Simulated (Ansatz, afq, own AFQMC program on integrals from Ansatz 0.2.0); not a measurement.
Two steps: Ansatz 0.2.0 writes the Fock matrix and Cholesky factors of the valence space, and afq projects on them the lowest state that overlaps trial and start.

```yaml
crystal:
  periodic: [false, false, false]
  atoms:
    - {symbol: Al, position_ang: [0.000000, 0.074413, -0.095633]}
    - {symbol: H, position_ang: [0.000000, -1.372409, -0.753982]}
    - {symbol: H, position_ang: [0.420650, -0.309773, 1.656991]}
    - {symbol: H, position_ang: [-0.420650, -0.309773, 1.656991]}
basis:
  gaussian: {orbitals: cc-pVDZ}
magnetization: {spin_polarized: true, initial_magnetization: 4}
correlation: {method: ccsd_t, electrons: outside_noble_gas, hamiltonian_folder: ham}
```

```sh
$ ansatz run in.yaml --threads 1 --pin off --events-out ev --progress --plain --max-ram 24576MiB --backend cuda --devices 0, --max-vram 18GiB
```

afq runs on the folder ham with

```
--method phaseless --trial cisd --walkers 4000 --populations 20 --least-time 60 --time-step 0.005 --steps-per-block 50 --equilibration-blocks 28 --max-blocks 4000 --target-error 0.00015 --factor-cut 1e-05 --start spin_pure --seed 912 --release-times 0.24,0.51,0.99,1.62,2.4 --release-step 0.03 --release-every 3 --taylor-order 6
```

Times are imaginary, in 1/Eh. The walk had a cap of 122 s. With eight or more populations the least sampling time is a fifth of least-time, and the error comes from their spread.

afq prints:

```
orbitals 28  electrons 5 1  factors 200 of 310
reference energy -243.29505898 Eh
CCSD correlation -0.06364728 Eh in 13 cycles, weight of the determinant in the CISD state 0.9504
energy of the start -243.358701 Eh
 block  time / (1/Eh)  mean weight  energy / Eh
     1     0.250  0.9999  -243.358609
     2     0.500  1.0000  -243.358730
     3     0.750  0.9997  -243.358894
     4     1.000  1.0001  -243.359043
     5     1.250  0.9999  -243.359184
     8     2.000  1.0001  -243.359478
    11     2.750  1.0001  -243.359757
    14     3.500  1.0000  -243.359783
    17     4.250  0.9999  -243.359854
    20     5.000  1.0001  -243.359897
    23     5.750  0.9998  -243.359925
    26     6.500  1.0001  -243.359854
    29     7.250  0.9999  -243.359932
    32     8.000  1.0001  -243.359899
    35     8.750  1.0001  -243.359988
    38     9.500  1.0002  -243.359977
    41    10.250  1.0000  -243.359839
    44    11.000  0.9999  -243.359961
    47    11.750  1.0001  -243.360066
    50    12.500  1.0002  -243.360002
    53    13.250  1.0000  -243.359976
    56    14.000  1.0001  -243.359980
    59    14.750  1.0001  -243.360035
    62    15.500  1.0000  -243.360124
    65    16.250  0.9999  -243.360084
    68    17.000  1.0002  -243.359899
    71    17.750  1.0000  -243.360002
    74    18.500  1.0000  -243.359906
    77    19.250  1.0000  -243.360017
    78    19.500  0.9999  -243.359928
error from the spread of 20 populations
released: time / (1/Eh)  energy / Eh  error  mean overlap
  0.24  -243.359986  0.000013  1.0015
  0.51  -243.360023  0.000014  1.0007
  0.99  -243.360207  0.000162  0.9992
  1.62  -243.360057  0.000019  0.9983
  2.40  -243.360060  0.000015  0.9994
energy -243.359977 +/- 0.000017 Eh
(rows thinned)
```

The run passed its tests (sampling time, drift between the halves within three errors, error under three times the target), which doesn't prove that it has relaxed.

Against this walk (error 0.5 meV) on the same determinant: CCSD(T) 8.8 meV higher, CCSDT(Q) 2.9 meV lower, CCSDTQ 3.1 meV lower, full CI 3.2 meV lower. The error is statistical and leaves out the bias of the constraint. Released to 2.40 1/Eh the energy lies 2.3 ± 0.6 meV (both errors) below the phaseless value, which shows part or all of the bias of the constraint, and full CI lies 0.9 meV below the released value.

Cautions: constraint bias not in the error; another spin lies lower (by 7.40 eV).

The walk took 16 s on 1 × NVIDIA H100 80GB HBM3 with 2 threads of AMD EPYC 7R13 Processor (Zen 3), with other jobs on the host (the card was shared). The log's last line is the phaseless energy.

CCSDT and higher add their correlation energy to the determinant of the CCSD(T) run, since their own runs factorise the integrals more tightly (a shift of under 2 meV). A walk keeps the symmetry of its determinant, which the program's search chose and which needn't be the lowest solution, so a lower state of the same spin and another symmetry isn't excluded.
